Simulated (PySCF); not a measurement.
Compound: C3H5N3.
SMILES: `Cn1ccnn1`

The calculation used PySCF, PBE0-D3(BJ)/def2-SVP geometry optimisation, gas phase.

Masses are those of the commonest isotopes; rigid-rotor values at the optimised geometry. 

**Question.** Give the principal moments of inertia and the rotational constants in MHz.

**Answer.** Ia = 52.96, Ib = 132.95, Ic = 182.66 u·Å²; 505379 MHz·u·Å²/I gives A = 9542, B = 3801, C = 2767 MHz.

**Question.** What kind of rotor is it?

**Answer.** An asymmetric top. Ray's parameter κ = (2B − A − C)/(A − C) = -0.695; −1 is the prolate and +1 the oblate limit.

**Question.** What does the inertial defect say?

**Answer.** Not planar: Δ = Ic − Ia − Ib = -3.25 u·Å². For a rigid frame Δ = −2 Σ m c², so Σ m c² = 1.63 u·Å² lies off the ab plane, practically all of it from hydrogen. The atom farthest from that plane is 0.99 Å away.

**Question.** Give the other two planar moments, Paa and Pbb, and the rms extents of the mass along the axes.

**Answer.** Paa = Σ m a² = (Ib + Ic − Ia)/2 = 131.32 and Pbb = Σ m b² = (Ia + Ic − Ib)/2 = 51.34 u·Å². With the mass M = 83.05 u, the rms extents √(P/M) along a, b and c are 1.26, 0.79, 0.14 Å.

**Question.** Where do the levels up to J = 2 lie, in MHz?

**Answer.** Above 0(0,0):
J = 1: 1(0,1) 6568, 1(1,1) 12309, 1(1,0) 13344
J = 2: 2(0,2) 19577, 2(1,2) 24411, 2(1,1) 27515, 2(2,1) 44738, 2(2,0) 44866
Those of J = 1 are B + C, A + C and A + B.

**Question.** Predict some low-J microwave lines.

**Answer.** The dipole components are |μa| = 3.08 D, |μb| = 3.46 D, |μc| = 0.00 D. Intensities carry the squares of the components, which stand as 0.79 : 1.00 : 0.00 (a : b : c). Some lines, for components of 0.1 D or more:

```tsv
type	branch	J(Ka,Kc)	MHz	lower level (cm⁻¹)
a	Q	1(1,0) ← 1(1,1)	1035	0.411
a	Q	2(1,1) ← 2(1,2)	3104	0.814
b	R	3(1,2) ← 2(2,1)	3948	1.492
a	Q	3(1,2) ← 3(1,3)	6197	1.417
a	R	1(0,1) ← 0(0,0)	6568	0.000
b	Q	1(1,0) ← 1(0,1)	6776	0.219
b	R	2(0,2) ← 1(1,1)	7268	0.411
b	Q	3(1,2) ← 3(0,3)	9902	1.294
a	R	2(1,2) ← 1(1,1)	12102	0.411
a	R	2(0,2) ← 1(0,1)	13009	0.219
a	R	2(1,1) ← 1(1,0)	14171	0.445
b	R	3(0,3) ← 2(1,2)	14372	0.814
b	Q	3(2,1) ← 3(1,2)	16383	1.624
b	R	2(1,2) ← 1(0,1)	17843	0.219
a	R	3(0,3) ← 2(0,2)	19206	0.653
a	R	3(2,2) ← 2(2,1)	19704	1.492
a	R	3(2,1) ← 2(2,0)	20203	1.497
b	Q	2(2,1) ← 2(1,2)	20327	0.814
a	R	3(1,2) ← 2(1,1)	21171	0.918
b	Q	3(2,2) ← 3(1,3)	21954	1.417
b	R	3(1,3) ← 2(0,2)	22911	0.653
b	Q	3(3,0) ← 3(2,1)	30752	2.170
b	R	2(2,1) ← 1(1,0)	31394	0.445
b	R	2(2,0) ← 1(1,1)	32556	0.411
b	R	3(2,2) ← 2(1,1)	36928	0.918
b	R	3(2,1) ← 2(1,2)	40657	0.814
b	R	3(3,0) ← 2(2,1)	51082	1.492
```

PBE0-D3(BJ)/def2-SVP frequencies: not computed here. No vibrational averaging or centrifugal distortion is included, and the geometry carries the error of its method. A rigid rotor knows nothing of internal rotation, which can split or shift real lines. Quadrupole hyperfine structure (14N) is left out.

Hardware: one thread of an Arm Neoverse V2, shared host with 48 logical CPUs at a one-minute load of 63. Cost: 32 s wall, 0.45 GiB resident at most. That covers the optimisation of the geometry.
